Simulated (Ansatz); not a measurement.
The input, for Ansatz 0.2.0:

```yaml
crystal:
  periodic: [false, false, false]
  atoms:
    - {symbol: O, position_ang: [0.000000, 0.000000, 0.000000]}
    - {symbol: H, position_ang: [0.000000, 0.000000, 1.036612]}
basis:
  gaussian: {orbitals: "6-31G*"}
magnetization: {spin_polarized: false, initial_magnetization: 1}
correlation: {active_space: {window: {electrons: 3, orbitals: 3}, states: [{multiplicity: 3, weights: [0]}]}}
```

```sh
$ ansatz run in.yaml --threads 1 --pin off --events-out ev --progress --plain --max-ram 2176MiB
```

Problem. One thing in this input was set wrong on purpose, beside settings that are merely unusual. What is the gravest fault, and what does the program do?

Solution. Impossible set of states or weights. How the run ends: refused.
```
Error: set 0 asks for 1 states and needs as many positive weights; it has [0.0]
```
